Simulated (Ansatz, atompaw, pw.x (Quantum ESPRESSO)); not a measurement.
# C: does the PAW (atompaw) potential hold in the solid?

C (Z = 6), PAW, made with atompaw 4.2.0.5 (PBE, scalar-relativistic). Core [He], reference 2s1 2p3. Waves: 2s (bound): rc 1.25 bohr; 2s channel at 3 Ry: rc 2.20 bohr; 2p (bound): rc 2.20 bohr; 2p channel at 3.9 Ry: rc 2.20 bohr. Local part: bessel scheme, radius 1.60 bohr. Core correction: smooth core density matched at 1.40 bohr. Augmentation charge: besselshape compensation charge, radius 2.05 bohr; PAW radius 2.20 bohr; waves and projectors: custom rrkj vanderbiltortho.

Crystal test: diamond C in pw.x 7.5, no spin, 13³ k-points, Fermi–Dirac smearing 0.01 Ry, cutoffs 40/400 Ry. The lattice is a test structure that the element need not adopt, and mesh and smearing are coarse.

pw.x input:

```
&control
  calculation='scf', prefix='x', pseudo_dir='./', outdir='./tmp', tstress=.true., disk_io='none'
/
&system
  ibrav=0, nat=2, ntyp=1, ecutwfc=40, ecutrho=400, nbnd=11,
  occupations='smearing', smearing='fd', degauss=0.01
/
&electrons
  conv_thr=1e-09, mixing_beta=0.4, electron_maxstep=70
/
ATOMIC_SPECIES
C 1.0 C.UPF
CELL_PARAMETERS angstrom
  0.00000000 1.78307175 1.78307175
  1.78307175 0.00000000 1.78307175
  1.78307175 1.78307175 0.00000000
ATOMIC_POSITIONS crystal
C 0.0000 0.0000 0.0000
C 0.2500 0.2500 0.2500
K_POINTS automatic
13 13 13 0 0 0
```

```bash
pw.x < C.scf.in > C.scf.out
```

Task: How does the run end?

Result: It converges; the pressure is 41.81 GPa against 1.97 GPa from all-electron LAPW. The largest radius (2.20 bohr) exceeds half the bond length (1.46 bohr), so the spheres overlap, which is one possible source of error among others. This is a poor potential for the solid. The log shows:

```
     iteration #  1     ecut=    40.00 Ry     beta= 0.40
     total energy              =     -36.74852946 Ry
     estimated scf accuracy    <       0.13836036 Ry
     iteration #  2     ecut=    40.00 Ry     beta= 0.40
     total energy              =     -36.74334671 Ry
     estimated scf accuracy    <       0.03678069 Ry
     iteration #  3     ecut=    40.00 Ry     beta= 0.40
     total energy              =     -36.74639300 Ry
     estimated scf accuracy    <       0.00037229 Ry
     iteration #  4     ecut=    40.00 Ry     beta= 0.40
     total energy              =     -36.74658977 Ry
     estimated scf accuracy    <       0.00001726 Ry
     iteration #  5     ecut=    40.00 Ry     beta= 0.40
     total energy              =     -36.74660154 Ry
     estimated scf accuracy    <       0.00000465 Ry
     iteration #  6     ecut=    40.00 Ry     beta= 0.40
     total energy              =     -36.74660241 Ry
     estimated scf accuracy    <       0.00000070 Ry
     iteration #  7     ecut=    40.00 Ry     beta= 0.40
     total energy              =     -36.74660240 Ry
     estimated scf accuracy    <       0.00000014 Ry
     iteration #  8     ecut=    40.00 Ry     beta= 0.40
     total energy              =     -36.74660241 Ry
     estimated scf accuracy    <       0.00000004 Ry
     iteration #  9     ecut=    40.00 Ry     beta= 0.40
     the Fermi energy is    15.9559 ev
!    total energy              =     -36.74660241 Ry
     estimated scf accuracy    <          8.7E-12 Ry
     smearing contrib. (-TS)   =      -0.00000000 Ry
     The total energy is F=E-TS. E is the sum of the following terms:
     one-electron contribution =       8.53158307 Ry
     hartree contribution      =       1.90413604 Ry
     xc contribution           =      -7.10493632 Ry
     ewald contribution        =     -25.57896632 Ry
     one-center paw contrib.   =     -14.49841888 Ry
     convergence has been achieved in   9 iterations
          total   stress  (Ry/bohr**3)                   (kbar)     P=      418.06
     Message from routine punch:
     Nothing written, as per user request (disk_io='none')
```
